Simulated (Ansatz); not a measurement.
Barrier Cl− + CH3Cl (SMILES CCl) via CH3Cl2, on the benchmark's geometries as Psi4's copy gives them; open shells unrestricted, no zero-point energy, no spin–orbit coupling.
Transition structure (charge -1, multiplicity 1):
```xyz
6

Cl     2.32258    -0.00013     0.00014
C     -0.00009     0.00049    -0.00051
H      0.00008    -0.74429    -0.76760
H     -0.00032    -0.29144     1.02802
H      0.00008     1.03722    -0.26196
Cl    -2.32254    -0.00013     0.00013
```

Programs: Ansatz (a program for electronic structure). 

The barrier height (kcal/mol) and the share of exact exchange:

| functional | exact exchange (%) | value |
|---|---|---|
| PBE/def2-TZVPPD | 0 | -3.30 |
| PBE0/def2-TZVPPD | 25 | 1.22 |
| BLYP/def2-TZVPPD | 0 | -3.47 |
| B3LYP/def2-TZVPPD | 20 | -0.22 |
| BHLYP/def2-TZVPPD | 50 | 3.34 |
| r2SCAN/def2-TZVPPD | 0 | -3.11 |

**Question.** Take the value as linear in the share of exact exchange along PBE and PBE0. Give the slope, say whether the sign turns, and set the other functionals against that line.

**Answer.** 
Slope: (1.22 − (-3.30))/2.5 = 1.81 kcal/mol for each 10 %. The line crosses zero at 18 %, where the sign would turn. At 50 % it gives 5.7 kcal/mol. The LYP pair gives (3.34 − (-3.47))/5 = 1.36 for each 10 %. BHLYP, at 50 %, lies -2.4 from the PBE line. B3LYP, at 20 %, lies -0.5 from the PBE line. r2SCAN, with none, stands 0.2 from PBE.
